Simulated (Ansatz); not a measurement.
Born–Oppenheimer molecular dynamics of BH$_{6}$Si$_{2}$ (9 atoms, charge 0, multiplicity 2). It starts at the highest image of a converged band. Of that band: A vibrational analysis at the climbing image gives one clearly imaginary mode, 82i cm⁻¹: a first-order saddle point.

The calculation used UHF/def2-SVP in Ansatz.

```
ensemble                      : NVE (velocity Verlet)
time step                     : 0.5 fs
steps asked                   : 200
starting velocities drawn for : 300 K
seed                          : 5166
```

First frame:

```xyz
9
Properties=species:S:1:pos:R:3
B -0.927 1.273 -1.253
Si -0.500 0.784 0.558
Si 0.627 -1.234 1.153
H -0.909 0.400 -2.076
H -1.265 2.391 -1.513
H 0.409 1.352 -0.708
H 1.778 -1.452 0.247
H -0.321 -2.368 1.042
H 1.108 -1.145 2.551
```

Question: How far do the bonds stretch over the last three quarters of this one trajectory? (Pairs bonded in most of those frames.)

Answer: 
```tsv
bond	mean (Å)	spread (Å)	shortest	longest
B1–Si2	2.008	0.106	1.85	2.18
B1–H4	1.201	0.016	1.18	1.23
B1–H5	1.202	0.017	1.17	1.23
Si2–Si3	2.383	0.033	2.29	2.43
Si2–H6	1.521	0.021	1.49	1.59
Si3–H7	1.484	0.017	1.45	1.52
Si3–H8	1.487	0.033	1.43	1.54
Si3–H9	1.485	0.019	1.45	1.51
```

Mean temperature of the second half: 657 K. The conserved energy stayed within 0.079 meV per atom of its start (net change 0.016 meV per atom), so the integration is sound. The kinetic energy rose, since the run started high on the potential surface and went downhill. A run of 0.1 ps of so small a system gives no equilibrium averages.

Time of the run: 98 s on 2 threads of AMD EPYC 9R14 (Zen 4) (shared host), peak memory 0.18 GiB.
